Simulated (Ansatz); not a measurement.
A made-up structure of C₂H₄S, singlet:

```xyz
7
angstrom
C -0.5706 0.3445 -0.0990
C 0.6873 -0.4256 0.0501
S 1.4727 -0.7063 1.4252
H -1.3386 -0.2874 -0.5602
H -0.4127 1.1807 -0.7900
H -0.9296 0.7206 0.8577
H -0.1401 1.1889 0.3755
```

It is relaxed with PBE-D4/def2-SVP and then PBE0-D4/def2-TZVP (Ansatz 0.2.0). Atoms count as bonded within 1.22 times the sum of their covalent radii (H–H: 0.88 Å). The end point is not checked to be a true minimum.

Task: Does its bonding change? (Judge from chemistry; the calculation decides.)

Result: The calculation gives: Yes. Formed: none; broken: C1–C2.

Where it ends: The first stage lowers the energy by 5.14 eV in 31 steps. It ends as a complex of CH₄ + CS:
```xyz
7
angstrom
C -1.0904 0.8693 0.0702
C 2.2033 -0.9266 -0.2671
S 2.0165 -1.4034 1.1737
H -1.4601 -0.1222 0.3314
H -0.3638 0.7835 -0.7373
H -1.9237 1.4936 -0.2513
H -0.6134 1.3212 0.9398
```

For scale, one of the runs: PBE0-D4/def2-TZVP relaxation, 123 basis functions, launched by `ansatz run in.yaml --threads 2 --pin off --events-out ev --progress --plain --max-ram 4352MiB`. Hardware: 2 CPU threads of an Intel Xeon Platinum 8259CL, shared host. Wall time about 19 s.
